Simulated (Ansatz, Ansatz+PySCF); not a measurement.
```yaml
atoms:
  - { symbol: N, position_ang: [0.0000, 0.0000, -0.1308] }
  - { symbol: H, position_ang: [0.0000, 0.0000, 0.9159] }
```

UHF on triplet NH was run in several spherical basis sets with Ansatz (development build ahead of 0.2.0).

(1) Rank the basis sets by the total energy that they give, lowest first, with the distance from the lowest.
A. 6-31G
B. cc-pVTZ
C. def2-SVP

Results:

(1) B (0.00 eV), A (1.04 eV), C (1.81 eV).

Totals follow the description of the cores as much as that of the bonds, so this order isn't one of quality for chemistry.
